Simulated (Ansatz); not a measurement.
# SiN2H (doublet): wave-function methods side by side at a displaced geometry (v2), cc-pVDZ

One table from this session's results is given with a row withheld; the runs are named, their logs left out.

Method: cc-pVDZ, core rule «outside noble gas», up to 7 orbitals frozen; program: Ansatz 0.2.0, Gaussian basis.

The runs, in order: UHF; CCSD(T) on ROHF; CCSD(T) on UHF; BCCD(T) on ROHF; CISD as a restricted active space (open shells left free, so some higher excitations enter); CCSDT(Q) on ROHF; CCSDT(Q) on UHF.

23 further runs of the same task are left out: 4 for a known fault of the program, 6 that didn't finish, 13 set aside as unsound or not needed. Runs told in other sessions of the task aren't counted.

### The system

The geometry is a PBE0/def2-TZVP stationary point (not a proven minimum) with its atoms shifted at random (size 0.100 Å).

4 atoms, charge 0, spin multiplicity 2.

Atoms are counted from 1 here; the program's logs count them from 0.

Bond lengths: Si1–N2 1.652 Å, Si1–N3 1.646 Å, Si1–H4 1.496 Å, N2–N3 1.516 Å. Angles: N2–Si1–N3 54.7°, N2–Si1–H4 148.7°, N3–Si1–H4 155.7°, Si1–N2–N3 62.4°, Si1–N3–N2 62.8°.

Coordinates:

```tsv
atom	x (Å)	y (Å)	z (Å)
Si1	0.0622	0.0052	0.6894
N2	-0.1027	-0.7596	-0.7656
N3	-0.0261	0.7544	-0.7738
H4	0.0570	-0.0741	2.1829
```

The first run:

in.yaml

```yaml
crystal:
  periodic: [false, false, false]
  atoms:
    - {symbol: Si, position_ang: [0.062176, 0.005245, 0.689414]}
    - {symbol: N, position_ang: [-0.102698, -0.759588, -0.765642]}
    - {symbol: N, position_ang: [-0.026078, 0.754402, -0.773822]}
    - {symbol: H, position_ang: [0.057031, -0.074075, 2.182928]}
basis:
  gaussian: {orbitals: cc-pVDZ}
magnetization: {spin_polarized: true, initial_magnetization: 1}
hamiltonian: {xc: hf}
output: {orbitals: {seedname: orbitals}}
```

On the command line:

```sh
$ ansatz run in.yaml --threads 1 --pin off --events-out ev --progress --plain --max-ram 2393MiB
```

Steps of the session up to this table: UHF; CCSD(T) on ROHF; CCSD(T) on UHF; BCCD(T) on ROHF; CISD as a restricted active space (open shells left free, so some higher excitations enter); CCSDT(Q) on ROHF; CCSDT(Q) on UHF.

One table of the session follows, with a row left open; its other results are not shown here.

```
   method  from RCCSDT(Q) (meV)
     ROHF              +12585.6
      UHF              +11936.4
     RMP2                +952.2
     UMP2                     ?
     CISD               +2147.1
    RCCSD                +702.3
    UCCSD                +650.2
 RCCSD(T)                 +87.8
 UCCSD(T)                +107.5
  BCCD(T)                 +91.0
   RCCSDT                 +71.9
   UCCSDT                 +63.0
RCCSDT(Q)                     0
UCCSDT(Q)                 -11.5
```

Q: Estimate the row for UMP2 from the others.

The run gave: from RCCSDT(Q) (meV): +1530.7. In the column «from RCCSDT(Q) (meV)» it lies between RMP2 (+952.2) and CISD (+2147.1).

The ROHF row is the lowest such solution found; the determinant under the restricted MP2 and coupled-cluster rows lies 0.02 eV higher.

To keep in mind: Warnings: spin contamination; coupled cluster took another determinant than the lowest. Restricted and unrestricted rows rest on different reference determinants; a gap between their highest levels can come from leftover correlation error, from unlike frozen cores or from another state.
